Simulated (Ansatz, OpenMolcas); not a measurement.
Worked example: the enthalpy of formation of SO2F2 (sulfuryl fluoride)

The species is SO2F2 (5 atoms), meant as a singlet with charge 0. As SMILES, `O=S(=O)(F)F`. Geometry: relaxed at PBE0-D4/def2-TZVP.

```csv
atom,x (Å),y (Å),z (Å)
O,-0.3882,-0.1511,1.4217
S,0.0709,-0.0969,0.0959
O,1.1296,-0.8622,-0.4187
F,-1.1409,-0.2676,-0.8374
F,0.3286,1.3778,-0.2614
```

Total energies at SVWN5/6-311+G** (OpenMolcas 26.06); the atoms run unrestricted:

| species | state | energy (Eh) |
| --- | --- | --- |
| SO2F2 | singlet | -744.727207 |
| O | triplet | -74.519116 |
| S | triplet | -396.729880 |
| F | doublet | -99.097884 |

Harmonic wavenumbers at PBE0-D4/def2-TZVP, in cm⁻¹: 381, 382, 539, 541, 550, 863, 900, 1299, 1538.

Measured heats of formation of the gaseous atoms at 298.15 K, in kJ/mol: O 249.2, S 277.0, F 79.4. Spin-orbit lowering of the atoms at 298 K (mean of the ground term's levels less their thermal mean, from spectra), in kJ/mol: O 0.40, S 1.88, F 1.29. Take 1 Eh = 2625.50 kJ/mol, 1 cm⁻¹ = 0.0119627 kJ/mol, RT = 2.479 kJ/mol.

Work out the heat of formation of the gas at 298 K.


1. Electronic atomisation energy: 2 × (-74.519116) + (-396.729880) + 2 × (-99.097884) − (-744.727207) = 0.763327 Eh = 2004.1 kJ/mol.
2. Zero-point energy: half the sum of the wavenumbers, 3496.5 cm⁻¹ = 41.8 kJ/mol.
3. Thermal vibrational enthalpy, Σ hcν̃/(exp(hcν̃/kT) − 1): 3.6 kJ/mol. Translation, rotation and pV of a non-linear molecule: 4 RT = 9.9 kJ/mol.
4. The 5 free atoms carry 5/2 RT each: 31.0 kJ/mol.
5. Spin-orbit coupling lowers the free atoms by 2 × 0.40 + 1.88 + 2 × 1.29 = 5.3 kJ/mol.
6. Atomisation enthalpy at 298 K: 2004.1 − 5.3 − 41.8 − 3.6 − 9.9 + 31.0 = 1974.5 kJ/mol.
7. Sum of the atoms' heats of formation: 934.2 kJ/mol. Heat of formation: 934.2 − 1974.5 = -1040.3 kJ/mol.

The tabulated value is -758.6 kJ/mol (NIST-JANAF tables; in doubt: the best levels miss it by far, so the table may be at fault), so this level is off by -281.7 kJ/mol, or 16.6 % of the atomisation enthalpy that the table implies (1692.7 kJ/mol). The LDA overbinds, which puts heats of formation too low. Anharmonicity and any spin-orbit splitting of the molecule are left out.
